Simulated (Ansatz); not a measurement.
A made-up structure of LiBSiH4, singlet:

```xyz
7
angstrom
Li -2.0459 -0.7348 -0.2155
B -0.0699 -0.9004 0.1410
Si 0.3101 0.5085 -0.0405
H 0.8270 -1.7723 0.4477
H -0.1421 1.0003 -1.5013
H -0.5161 1.4030 1.0084
H 1.6368 0.4959 0.1601
```

It is relaxed with PBE-D4/def2-SVP and then PBE0-D4/def2-TZVP (Ansatz 0.2.0). Atoms count as bonded within 1.22 times the sum of their covalent radii (H–H: 0.88 Å). The end point is not checked to be a true minimum.

Question: Does its bonding change? (Judge from chemistry; the calculation decides.)

Answer: Computed: Yes. Formed: none; broken: Li1–Si3.

Where it ends: The first stage lowers the energy by 5.64 eV in 17 steps. It ends as LiBSiH₄ ([Li][BH][SiH3]):
```
7
angstrom
Li -2.3786 -1.5290 -0.4208
B -0.3243 -1.1157 0.1570
Si 0.4684 0.7022 -0.1157
H 0.3964 -1.8766 0.7581
H -0.0369 1.4228 -1.3269
H -0.0762 1.4732 1.0558
H 1.9511 0.9232 -0.1075
```

Labels in which every atom is bracketed show which atoms are joined, not bond orders.

For scale, one of the runs: PBE0-D4/def2-TZVP relaxation, 106 basis functions, launched by `ansatz run in.yaml --threads 2 --pin off --events-out ev --progress --plain --max-ram 4352MiB`. Hardware: 2 CPU threads of an Arm Neoverse V1, shared host. Wall time about 14 s.
